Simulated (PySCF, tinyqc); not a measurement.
Worked calculation: LCCD on RHF in the sto-3g basis, for CH+, spin multiplicity 1. The lowest restricted solution is unstable here: a spin-polarised one lies 0.0081 hartree lower (PySCF). One step of it, computed by the program tinyqc.

Problem. Integrals over molecular orbitals. (pq|rs) = sum C_ip C_jq C_kr C_ls (ij|kl), one index at a time.

coefficients C:
```
              MO1        MO2        MO3       MO4        MO5        MO6
1C 1s    0.994507  -0.257232   0.088807  0.000000   0.000000   0.073253
1C 2s    0.021606   0.941248  -0.378271  0.000000   0.000000  -0.363979
1C 2px   0.000000   0.000000   0.000000  0.010923   0.999940   0.000000
1C 2py   0.000000   0.000000   0.000000  0.999940  -0.010923   0.000000
1C 2pz   0.002290   0.123376   0.744154  0.000000   0.000000  -0.734031
2H 1s   -0.003457   0.198189   0.449326  0.000000   0.000000   0.978537
```

core Hamiltonian H = T + V (hartree):
```
             1C 1s      1C 2s     1C 2px     1C 2py     1C 2pz      2H 1s
1C 1s   -18.106360  -4.363739   0.000000   0.000000  -0.008540  -0.403270
1C 2s    -4.363739  -5.061189   0.000000   0.000000  -0.097601  -1.120477
1C 2px    0.000000   0.000000  -3.994486   0.000000   0.000000   0.000000
1C 2py    0.000000   0.000000   0.000000  -3.994486   0.000000   0.000000
1C 2pz   -0.008540  -0.097601   0.000000   0.000000  -4.052784  -1.071488
2H 1s    -0.403270  -1.120477   0.000000   0.000000  -1.071488  -2.527830
```

Two-electron integrals (ij|kl) in chemists' order, unique and non-zero (hartree):
```
(11|11) 3.541948   (21|11) 0.576921   (21|21) 0.111888   (22|11) 0.854682
(22|21) 0.205284   (22|22) 0.624709   (31|31) 0.020296   (32|31) 0.030858
(32|32) 0.137996   (33|11) 0.852436   (33|21) 0.205335   (33|22) 0.624568
(33|33) 0.672833   (41|41) 0.020296   (42|41) 0.030858   (42|42) 0.137996
(43|43) 0.036269   (44|11) 0.852436   (44|21) 0.205335   (44|22) 0.624568
(44|33) 0.600295   (44|44) 0.672833   (51|51) 0.020296   (52|51) 0.030858
(52|52) 0.137996   (53|53) 0.036269   (54|54) 0.036269   (55|11) 0.852436
(55|21) 0.205335   (55|22) 0.624568   (55|33) 0.600295   (55|44) 0.600295
(55|55) 0.672833   (61|11) 0.052902   (61|21) 0.010203   (61|22) 0.018713
(61|33) 0.018659   (61|44) 0.018659   (61|51) 0.000581   (61|52) 0.001100
(61|55) 0.018826   (61|61) 0.000949   (62|11) 0.158242   (62|21) 0.038671
(62|22) 0.133939   (62|33) 0.130521   (62|44) 0.130521   (62|51) 0.003606
(62|52) 0.027561   (62|55) 0.140634   (62|61) 0.003675   (62|62) 0.042109
(63|31) 0.003485   (63|32) 0.019639   (63|53) 0.005041   (63|63) 0.004456
(64|41) 0.003485   (64|42) 0.019639   (64|54) 0.005041   (64|64) 0.004456
(65|11) 0.149549   (65|21) 0.036960   (65|22) 0.135687   (65|33) 0.129218
(65|44) 0.129218   (65|51) 0.006341   (65|52) 0.044501   (65|55) 0.148466
(65|61) 0.003630   (65|62) 0.050417   (65|65) 0.063719   (66|11) 0.343446
(66|21) 0.085236   (66|22) 0.337346   (66|33) 0.321945   (66|44) 0.321945
(66|51) 0.008260   (66|52) 0.088314   (66|55) 0.367683   (66|61) 0.008135
(66|62) 0.146926   (66|65) 0.192952   (66|66) 0.774606
```

Give: one-electron integrals over orbitals h = C^T H C; Two-electron integrals over orbitals.

Solution.

one-electron integrals over orbitals h = C^T H C (hartree):
```
          1        2        3        4        5        6
1  -18.0950   0.3865  -0.1261   0.0000   0.0000  -0.1059
2    0.3865  -4.1814   0.1990   0.0000   0.0000   0.4836
3   -0.1261   0.1990  -3.6425   0.0000   0.0000   0.6719
4    0.0000   0.0000   0.0000  -3.9945   0.0000   0.0000
5    0.0000   0.0000   0.0000   0.0000  -3.9945   0.0000
6   -0.1059   0.4836   0.6719   0.0000   0.0000  -2.9107
```

Two-electron integrals over orbitals (pq|rs), unique and non-zero (hartree):
```
(11|11) 3.5140    (21|11) -0.3391   (21|21) 0.0521    (22|11) 0.7991
(22|21) -0.0134   (22|22) 0.5768    (31|11) 0.1153    (31|21) -0.0156
(31|22) 0.0116    (31|31) 0.0183    (32|11) -0.0915   (32|21) 0.0070
(32|22) 0.0039    (32|31) 0.0154    (32|32) 0.1099    (33|11) 0.7030
(33|21) -0.0093   (33|22) 0.5177    (33|31) -0.0054   (33|32) -0.0354
(33|33) 0.5520    (41|41) 0.0214    (42|41) 0.0270    (42|42) 0.1166
(43|41) -0.0091   (43|42) -0.0328   (43|43) 0.0358    (44|11) 0.8521
(44|21) -0.0105   (44|22) 0.5852    (44|31) 0.0034    (44|32) -0.0511
(44|33) 0.5233    (44|44) 0.6728    (51|51) 0.0214    (52|51) 0.0270
(52|52) 0.1166    (53|51) -0.0091   (53|52) -0.0328   (53|53) 0.0358
(54|54) 0.0363    (55|11) 0.8521    (55|21) -0.0105   (55|22) 0.5852
(55|31) 0.0034    (55|32) -0.0511   (55|33) 0.5233    (55|44) 0.6003
(55|55) 0.6728    (61|11) 0.0958    (61|21) -0.0167   (61|22) -0.0019
(61|31) -0.0064   (61|32) -0.0162   (61|33) 0.0096    (61|44) 0.0028
(61|55) 0.0028    (61|61) 0.0148    (62|11) -0.1581   (62|21) 0.0029
(62|22) -0.0816   (62|31) -0.0135   (62|32) -0.0153   (62|33) -0.0125
(62|44) -0.0854   (62|55) -0.0854   (62|61) 0.0092    (62|62) 0.0733
(63|11) -0.2269   (63|21) 0.0048    (63|22) -0.0856   (63|31) 0.0024
(63|32) 0.0774    (63|33) -0.0686   (63|44) -0.1231   (63|55) -0.1231
(63|61) -0.0048   (63|62) 0.0607    (63|63) 0.1473    (64|41) -0.0069
(64|42) -0.0293   (64|43) -0.0086   (64|64) 0.0198    (65|51) -0.0069
(65|52) -0.0293   (65|53) -0.0086   (65|65) 0.0198    (66|11) 0.5695
(66|21) -0.0047   (66|22) 0.4786    (66|31) 0.0111    (66|32) 0.0842
(66|33) 0.4876    (66|44) 0.4322    (66|55) 0.4322    (66|61) -0.0068
(66|62) 0.0055    (66|63) 0.0747    (66|66) 0.6138
```
